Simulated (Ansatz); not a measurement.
CH7BO, SMILES `[BH3-][OH+]C`, relaxed with RKS PBE-D4/def2-SVP in Ansatz 0.2.0 from a rough embedded geometry. The force threshold is 0.03 eV/Å; the program also tests the step.

The species carries charge 0 and has multiplicity 1.

Start:

```xyz
10

B    -0.478   -0.532    0.902
O    -0.483   -0.272   -0.502
C     0.705    0.389   -0.815
H     0.370   -1.219    1.207
H    -1.531   -1.103    1.239
H    -0.468    0.498    1.589
H    -1.226    0.387   -0.695
H     1.576   -0.209   -0.667
H     0.814    1.434   -0.319
H     0.721    0.629   -1.938
```

Q: How much energy does the relaxation release, and in how many steps? (Best estimate.)

A: Ansatz gave: 21.39 kcal/mol, in 5 steps, 1 of them rejected.

Q: Which bonds change most? (An estimate is asked.)

A: The calculation gave: B1–O2 from 1.429 to 1.655 Å; B1–H4 from 1.133 to 1.226 Å; C3–H9 from 1.161 to 1.109 Å; O2–C3 from 1.395 to 1.442 Å.

Q: Give the relaxed structure. (Estimate.)

A: Computed: 
```xyz
10

B    -0.540   -0.573    1.101
O    -0.435   -0.235   -0.516
C     0.746    0.485   -0.924
H     0.399   -1.336    1.301
H    -1.652   -1.083    1.184
H    -0.435    0.527    1.649
H    -1.233    0.284   -0.736
H     1.601   -0.176   -0.696
H     0.852    1.428   -0.350
H     0.696    0.679   -2.013
```
